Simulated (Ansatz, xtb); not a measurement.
**A geometry optimisation of CFSi with r2SCAN-D4/def2-SVP**

The starting geometry of this gas-phase doublet has its atoms placed at random.

```
atom    x (Å)    y (Å)    z (Å)
   C   1.3106   0.0028  -0.4950
   F  -1.0573   0.4791   0.9005
  Si  -0.1728  -0.9478   1.1513
```

Question: One run relaxed it with r2SCAN-D4/def2-SVP. What is a likely outcome?

Answer: It ends as a structure given below by its coordinates. Contacts that close: C1–Si3 (2.41 → 1.83 Å).

The energy falls by 1.26 eV over 8 steps:

| step | E − E(last) (eV) |
| --- | --- |
| 1 | 1.260 |
| 2 | 0.384 |
| 3 | 0.255 |
| 4 | 0.083 |
| 5 | 0.002 |
| 6 | 0.001 |
| 7 | 0.000 |
| 8 | 0.000 |

Final geometry (Å):

```yaml
atoms:
  - { symbol: C, position_ang: [1.2861, -0.2200, -0.3398] }
  - { symbol: F, position_ang: [-1.1973, 0.4289, 1.0315] }
  - { symbol: Si, position_ang: [-0.0082, -0.6749, 0.8651] }
```

From the same start GFN2-xTB reaches the same bonding as this run.

From so rough a start the end depends on the optimiser's path, so another program may land elsewhere. The end wasn't checked by frequencies. Open shells are spin-unrestricted. Run with Ansatz 0.2.0, 100 s on 1 thread of Arm Neoverse V2, on a shared host.
